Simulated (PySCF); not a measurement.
**[CO2]-: g tensor and hyperfine couplings**

Compound: CO2-, CO₂ (charge -1 and doublet state).
Structure used (PBE0-D3(BJ)/def2-SVP), in Å, numbered top down from 1:
```
atom  x, y, z in Å
O1    -1.130   -0.186   -0.004
C2     0.001    0.316   -0.019
O3     1.152   -0.135   -0.002
```

As a line formula: `O=[C][O-]` (CO2-) [radical] (charge -1).

Method: UKS B3LYP, IGLO-III on C O, non-relativistic, mean-field spin-orbit, GIAO (PySCF 2.14.0). Whether the extra electron is bound in the gas phase wasn't checked; a finite basis holds it in any case. The geometry's basis has no diffuse functions, a weakness for an anion.

| Property | Result |
| --- | --- |
| g1, g2, g3 | 1.99721, 2.00166, 2.00339 |
| g_iso | 2.00076 |
| Form of g | rhombic: the two nearest values differ by 28 % of g3 − g1 |
| ⟨S²⟩ | 0.7533 (exact 0.7500) |
| α and β electrons | 12, 11 |
| Total energy | -188.65098 Eh |

Isotropic coupling and dipolar principal values T1 to T3, in mT; ρ(0) is the spin density at the nucleus (MHz turned into mT with g_iso):

```
atom  isotope  a_iso     T1     T2    T3  Mulliken spin population  ρ(0) (bohr⁻³)
  O1      17O  -3.46  -2.43   1.11  1.32                      0.05         0.1596
  C2      13C  12.32  -1.45  -1.26  2.71                      0.91         0.3068
  O3      17O  -3.46  -2.43   1.11  1.32                      0.05         0.1596
```

The largest Mulliken spin population is on C2 (+0.91).

Axes: g3 is normal to the molecular plane.

The 17O coupling of O1/O3 (mean -96.8 MHz) shows only in satellite lines or after enrichment, since that isotope makes up about 0.038 % of natural oxygen.

The 13C coupling of C2 (345.0 MHz) shows only in satellite lines or after enrichment, since that isotope makes up about 1.07 % of natural carbon.

The run took 4.6 s of wall time on one thread, x86-64 server, no GPU (shared host).
